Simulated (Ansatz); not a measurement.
A made-up structure of B2H5O (charge +1), closed shell:

```xyz
8
angstrom
B 0.8941 -0.8839 0.4905
B -0.2351 0.0332 0.4892
O -0.7183 0.8622 -0.8662
H -1.3898 0.4890 -1.4584
H -0.3691 1.7479 -1.0516
H -0.7216 0.0797 1.5710
H 1.5451 -1.1169 -0.4284
H 1.2194 -1.4524 1.4358
```

It is relaxed with PBE-D4/def2-SVP and then PBE0-D4/def2-TZVP (Ansatz 0.2.0). Atoms count as bonded within 1.22 times the sum of their covalent radii (H–H: 0.88 Å). The end point is not checked to be a true minimum.

**Question.** Does its bonding change? (A judgement: the text doesn't fix the answer.)

**Answer.** Computed: No: no bond forms or breaks.

Where it ends: The first stage lowers the energy by 2.87 eV in 19 steps. It ends as B₂H₅O ([BH2][BH][OH2]), total charge +1:
```xyz
8
angstrom
B 1.0228 -0.9320 0.4781
B -0.4268 -0.1418 0.2985
O -0.6162 0.9527 -0.6407
H -1.4705 1.4087 -0.7374
H 0.0759 1.3023 -1.2270
H -1.4387 -0.3559 0.8811
H 1.2631 -1.9095 -0.1624
H 1.8150 -0.5658 1.2916
```

Labels in which every atom is bracketed show which atoms are joined, not bond orders.

For scale, one of the runs: PBE0-D4/def2-TZVP relaxation, 123 basis functions, launched by `ansatz run in.yaml --threads 2 --pin off --events-out ev --progress --plain --max-ram 4352MiB`. Hardware: 2 CPU threads of an Arm Neoverse V2, shared host. Wall time about 11 s.
